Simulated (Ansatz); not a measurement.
## C$_{2}$H$_{3}$Cl, singlet: reading a ladder of total energies

Geometry: MP2(full)/6-31G*, from the G2/97 set.

```yaml
atoms:
  - { symbol: C, position_ang: [0.0608, 0.8363, 0.0000] }
  - { symbol: C, position_ang: [1.3640, 1.1088, 0.0000] }
  - { symbol: Cl, position_ang: [-0.5708, -0.7747, 0.0000] }
  - { symbol: H, position_ang: [-0.7103, 1.5973, 0.0000] }
  - { symbol: H, position_ang: [2.1169, 0.3298, 0.0000] }
  - { symbol: H, position_ang: [1.6929, 2.1415, 0.0000] }
```

Basis cc-pV(T+d)Z; Ansatz 0.2.0. Correlated methods freeze the noble-gas cores, which leaves 18 electrons in 134 orbitals. R marks a restricted (for open shells ROHF) determinant.

Full CI isn't at hand for all of this; RCCSDT(Q) serves as the reference, and is uncertain by about the last step of the cluster series.

Runs differ by some tens of microhartree through their thresholds, so steps under 0.03 kcal/mol mean nothing.

```json
{"level": "RHF", "total energy (hartree)": "-537.001948"}
{"level": "RMP2", "total energy (hartree)": "-537.518503"}
{"level": "RCCSD", "total energy (hartree)": "-537.551480"}
{"level": "RCCSD(T)", "total energy (hartree)": "-537.576610"}
{"level": "RCCSDT", "total energy (hartree)": "-537.577221"}
{"level": "RCCSDT(Q)", "total energy (hartree)": "-537.578618"}
```

Task: What is the correlation energy at RCCSDT(Q), and what share of it do RMP2 and RCCSDT recover?

Result: E(corr) = -537.578618 − (-537.001948) = -0.576670 hartree = -15.692 eV. RMP2: -0.516555 / -0.576670 = 89.58 %. RCCSDT: -0.575273 / -0.576670 = 99.76 %.

Task: By how many kcal/mol does RCCSD(T) miss RCCSDT(Q) (1 hartree = 627.509 kcal/mol), and which steps make up the rest?

Result: -537.576610 − (-537.578618) = 0.002008 hartree = 1.26 kcal/mol. Steps: RCCSDT − RCCSD(T) = -0.38, RCCSDT(Q) − RCCSDT = -0.88 kcal/mol. Differences between like states or geometries often cancel part of this.
